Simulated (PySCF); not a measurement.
CH3O, SMILES [CH2]O, multiplicity 2.

Coordinates come from a B3LYP-D3(BJ)/def2-TZVP optimisation. The isomer is the one that the SMILES or the coordinates give; other isomers of the formula were not compared.

Level of theory: TDA-CAM-B3LYP/def2-TZVPD (PySCF 2.14.0).

Vertical excitations. Isolated molecule, no solvent.

Computed lowest excited states:
```tsv
state	energy (eV)	λ (nm)	f	main pairs
root 1	3.90	318	0.003	α HOMO→LUMO 94 %
root 2	4.95	250	0.017	α HOMO→LUMO+1 95 %
root 3	5.72	217	0.001	α HOMO→LUMO+2 86 %
root 4	6.15	202	0.024	α HOMO→LUMO+3 92 %
root 5	6.61	187	0.000	α HOMO→LUMO+4 76 %
root 6	6.71	185	0.002	β HOMO→LUMO 77 %, β HOMO−1→LUMO 13 %
root 7	7.22	172	0.014	α HOMO→LUMO+5 68 %, α HOMO→LUMO+6 23 %
root 8	7.32	169	0.040	α HOMO→LUMO+6 66 %, α HOMO→LUMO+5 20 %
root 9	7.76	160	0.065	β HOMO−1→LUMO 74 %, β HOMO→LUMO 12 %
root 10	8.21	151	0.030	α HOMO→LUMO+7 84 %, β HOMO→LUMO+1 8 %
```
Unrestricted roots are not spin-pure.
